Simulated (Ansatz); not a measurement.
## SrNi₂As₂: experiment and calculation

**What was measured.**

“Non-Fermi-liquid behaviors associated with a magnetic quantum-critical point in Sr(Co1-xNix)2As2 single crystals”, 2019, arxiv:1907.08238 reports, for a bulk crystal of SrNi2As2 at 300 K: lattice constant a 4.1483 ± 0.0011 Å; lattice constant c 10.231 ± 0.003 Å.

How close the calculation comes is told below.

All numbers below come from DFT r2SCAN, scalar-relativistic, plane waves, PAW in Ansatz.

Cutoff 500 eV; k points 12×12×12 on the computed 5-atom cell (Γ-centred); Gaussian smearing, width 0.10 eV; no spin polarisation.

Relaxed structure, symmetry kept:

```cif
data_structure
_symmetry_space_group_name_H-M 'P 1'
_symmetry_Int_Tables_number 1
_cell_length_a 6.1859
_cell_length_b 6.1859
_cell_length_c 6.1859
_cell_angle_alpha 141.479
_cell_angle_beta 141.479
_cell_angle_gamma 55.615
_cell_volume 91.13
loop_
_atom_site_label
_atom_site_type_symbol
_atom_site_fract_x
_atom_site_fract_y
_atom_site_fract_z
_atom_site_occupancy
Sr1 Sr 0.00000 0.00000 0.00000 1
Ni1 Ni 0.75000 0.25000 0.50000 1
Ni2 Ni 0.25000 0.75000 0.50000 1
As1 As 0.64535 0.64535 0.00000 1
As2 As 0.35465 0.35465 0.00000 1
```

```json
{"Space group": "I4/mmm (No. 139)", "Volume per atom": "18.23 Å³", "Formation energy from the elements' standard states (uncorrected)": "-0.729 eV/atom", "Generalised Kohn–Sham band gap": "none (metal)", "Density of states at the Fermi level": "3.21 states/eV per cell", "Löwdin character within 0.5 eV of the Fermi level": "Ni 3d 49 %, As 4p 37 %, unprojected 10 %", "Bader charges (e)": "Sr (1 in the cell) 1.42, Ni (2 in the cell) 0.00, As (2 in the cell) -0.71"}
```

Spin polarisation was left out, and a magnetic state may lie lower.

A ferromagnetic start lost its moments in a first run, so spin was left out; other magnetic orders weren't tried.

Measured lattice constant a of SrNi2As2: 4.1483 Å (300 K; the paper above). This calculation gives 4.081 Å (-1.6 %). 2 values of this kind are on record (4.1374 to 4.1483 Å); this one was drawn at random, those with a stated uncertainty first. Measured lattice constant c of SrNi2As2: 10.231 Å (300 K; the paper above). This calculation gives 10.943 Å (+7.0 %). So large a difference can come from the functional (as between layers that it hardly binds), but also from another choice of axes, another phase or a misread value. 2 values of this kind are on record (10.188 to 10.231 Å); this one was drawn at random, those with a stated uncertainty first. The calculation is for 0 K without zero-point motion. The calculated magnetic order may not be the real one, and cell, gap and energy hang on it, so these differences aren't the functional's alone.

Cost: 1 run of about 11 core-minutes, on AMD EPYC (Zen 3) (shared hosts).